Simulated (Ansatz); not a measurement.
Input file:

```yaml
crystal:
  periodic: [false, false, false]
  atoms:
    - {symbol: Ge, position_ang: [0.000000, 0.000000, 1.693800]}
    - {symbol: N, position_ang: [0.000000, 0.000000, -0.024900]}
    - {symbol: Si, position_ang: [0.000000, 0.000000, -1.668900]}
basis:
  gaussian: {orbitals: cc-pVTZ}
magnetization: {spin_polarized: false, initial_magnetization: 5}
correlation: {method: ccsdt_q, electrons: outside_noble_gas}
```

```sh
$ ansatz run in.yaml --threads 2 --pin off --events-out ev --progress --plain --max-ram 24576MiB --backend cuda --devices 0, --max-vram 18GiB
```

Output:

```
1245 factors; integrals over basis functions are off by at most 2.1e-7 eV
mean field evaluation 1: about -65807.5996 eV, gradient 3.4e1 eV
mean field evaluation 2: about -65807.7872 eV, gradient 3.4e1 eV
mean field evaluation 4: about -65810.9522 eV, gradient 1.6e1 eV
mean field evaluation 8: about -65811.9919 eV, gradient 2.2e0 eV
mean field evaluation 16: about -65812.0788 eV, gradient 2.6e-1 eV
mean field evaluation 32: about -65812.0543 eV, gradient 4.6e-1 eV
mean field evaluation 64: about -65813.0564 eV, gradient 1.2e-6 eV
mean field evaluation 96: about -65806.8514 eV, gradient 1.9e1 eV
mean field evaluation 128: about -65813.0638 eV, gradient 2.7e-6 eV
mean field evaluation 160: about -65813.3944 eV, gradient 3.7e-1 eV
...
cycle  36  -10.51829368 eV  change    4.2e-6 eV  update   4.3e-6
cycle  37  -10.51828859 eV  change    5.1e-6 eV  update   3.6e-6
cycle  38  -10.51828540 eV  change    3.2e-6 eV  update   2.9e-6
cycle  39  -10.51828377 eV  change    1.6e-6 eV  update   2.2e-6
cycle  40  -10.51828224 eV  change    1.5e-6 eV  update   1.5e-6
cycle  41  -10.51828445 eV  change   -2.2e-6 eV  update   9.8e-7
cycle  42  -10.51828461 eV  change   -1.6e-7 eV  update   7.8e-7
cycle  43  -10.51828639 eV  change   -1.8e-6 eV  update   6.4e-7
cycle  44  -10.51828643 eV  change   -5.0e-8 eV  update   4.5e-7
cycle  45  -10.51828664 eV  change   -2.1e-7 eV  update   3.1e-7
perturbative correction -0.12876399 eV, -0.0047319893 hartree
WARN: these amplitudes may be one of several solutions (largest doubles amplitude 0.38, level shift 3.63 eV)
Total energy: -65822.53302179 eV, -2418.9334724353 hartree
```

Ran on 2 threads of AMD EPYC 7R13 with a shared H100 80 GB, shared host: 74 s wall, 1.4 GiB peak host memory.
